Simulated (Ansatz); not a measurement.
in.yaml

```yaml
crystal:
  periodic: [false, false, false]
  atoms:
    - {symbol: B, position_ang: [0.094776, -0.001033, 0.661598]}
    - {symbol: O, position_ang: [-0.070099, 0.007341, -0.607983]}
    - {symbol: H, position_ang: [0.006522, 1.025188, 1.268166]}
    - {symbol: H, position_ang: [0.089630, -1.130624, 1.286380]}
basis:
  gaussian: {orbitals: cc-pVDZ}
magnetization: {spin_polarized: true, initial_magnetization: 1}
hamiltonian: {xc: hf}
output: {orbitals: {seedname: orbitals}}
```

```sh
$ ansatz run in.yaml --threads 1 --pin off --events-out ev --progress --plain --max-ram 2393MiB
```

The program prints:

```
344 factors; integrals over basis functions are off by at most 7.6e-4 eV
mean field evaluation 1: about -2735.7648 eV, gradient 2.5e1 eV
mean field evaluation 2: about -2735.7665 eV, gradient 2.5e1 eV
mean field evaluation 4: about -2739.5751 eV, gradient 4.6e0 eV
mean field evaluation 8: about -2740.2515 eV, gradient 2.2e-1 eV
mean field evaluation 16: about -2739.5334 eV, gradient 2.3e0 eV
mean field evaluation 32: about -2739.5324 eV, gradient 2.2e0 eV
mean field -2740.25206384 eV, -100.7024059364 hartree, gradient 1.5e-5 eV, S^2 0.769624; 0 other end points of the search recorded, 0 dependent functions left out
reference -2740.25206384 eV, -100.7024059364 hartree; 8, 7 occupied and 30, 31 virtual orbitals, 344 factors
Total energy: -2740.25206384 eV, -100.7024059364 hartree
```

Ran on 1 thread of Intel Xeon, shared host: 0.27 s wall, 0.08 GiB peak host memory.
